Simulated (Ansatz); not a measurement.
# SiNH (singlet): wave-function methods side by side at distance Si1–N2 = 1.557 Å, 6-31G

Aim: climb from Hartree-Fock through coupled cluster and multireference methods for SiNH (singlet) at one geometry and basis, and see what each rung misses.

Program: Ansatz 0.2.0, Gaussian basis. Level of theory: 6-31G, core rule «outside noble gas», up to 6 orbitals frozen. These are calculated values, not measurements.

The runs, in order: UHF; CCSD(T) on RHF; CCSD(T) on UHF; BCCD(T) on RHF; CISD; CCSDT(Q) on RHF; CCSDT(Q) on UHF; CISDTQ; CCSDTQ on RHF; CASSCF and MRCISD+Q, 2 electrons in 2 orbitals; CASSCF and NEVPT2, 2 electrons in 2 orbitals; CASSCF and MRCISD+Q, 10 electrons in 9 orbitals; CASSCF and NEVPT4(SD), 10 electrons in 9 orbitals; CASSCF and NEVPT2, 10 electrons in 9 orbitals; Full CI.

29 further runs of the same task are left out: 5 for a known fault of the program, 19 that didn't finish, 5 set aside as unsound or not needed.

### Step 1. What is computed

The geometry derives from a PBE0/def2-TZVP stationary point (not a proven minimum). One bond is set to the value named and the two fragments are kept rigid.

3 atoms, charge 0, spin multiplicity 1.

Atoms are counted from 1 here; the program's logs count them from 0.

Bond lengths: Si1–N2 1.557 Å, Si1–H3 1.487 Å. Angles: N2–Si1–H3 180.0°.

### Step 2. UHF

Contents of in.yaml:

```yaml
crystal:
  periodic: [false, false, false]
  atoms:
    - {symbol: Si, position_ang: [0.000000, 0.000000, 0.023261]}
    - {symbol: N, position_ang: [0.000000, 0.000000, -1.533674]}
    - {symbol: H, position_ang: [0.000000, 0.000000, 1.510413]}
basis:
  gaussian: {orbitals: 6-31G}
magnetization: {spin_polarized: true, initial_magnetization: 0}
hamiltonian: {xc: hf}
output: {orbitals: {seedname: orbitals}}
```

Launch:

```bash
$ ansatz run in.yaml --threads 1 --pin off --events-out ev --progress --plain --max-ram 2393MiB
```

The runs that follow: CCSD(T) on RHF; CCSD(T) on UHF; BCCD(T) on RHF; CISD; CCSDT(Q) on RHF; CCSDT(Q) on UHF; CISDTQ; CCSDTQ on RHF; CASSCF and MRCISD+Q, 2 electrons in 2 orbitals; CASSCF and NEVPT2, 2 electrons in 2 orbitals; CASSCF and MRCISD+Q, 10 electrons in 9 orbitals; CASSCF and NEVPT4(SD), 10 electrons in 9 orbitals; CASSCF and NEVPT2, 10 electrons in 9 orbitals; Full CI.

**Question.** What will the summary of the whole plan be? Wanted: FCI below the RHF energy; RMP2 from FCI; RCCSD from FCI; RCCSD(T) from FCI; RCCSDT(Q) from FCI; NEVPT2 pair from FCI; MRCISD+Q pair from FCI; NEVPT2 valence from FCI; T1 diagnostic.

As calculated:

| quantity | value |
| --- | --- |
| FCI below the RHF energy | -6.3567 eV |
| RMP2 from FCI | +0.36 kcal/mol |
| RCCSD from FCI | +8.73 kcal/mol |
| RCCSD(T) from FCI | +1.66 kcal/mol |
| RCCSDT(Q) from FCI | -0.27 kcal/mol |
| NEVPT2 pair from FCI | +9.95 kcal/mol |
| MRCISD+Q pair from FCI | +5.09 kcal/mol |
| NEVPT2 valence from FCI | +8.57 kcal/mol |
| levels within 1 kcal/mol (43 meV) | RMP2, RCCSDT(Q), RCCSDTQ, MRCISD+Q valence |
| T1 diagnostic | 0.027 |
| effectively unpaired electrons | 0.26 |

In words: RCCSD(T) lands +1.66 kcal/mol from the yardstick (1.1 % of the correlation energy). RCCSDT(Q) falls below full CI, which methods that aren't variational can do. The occupations show some static correlation. Of the multireference levels listed MRCISD+Q valence comes nearest in total energy (+0.60 kcal/mol), which doesn't show that its space is the better one. These misses are within one basis, not against nature.
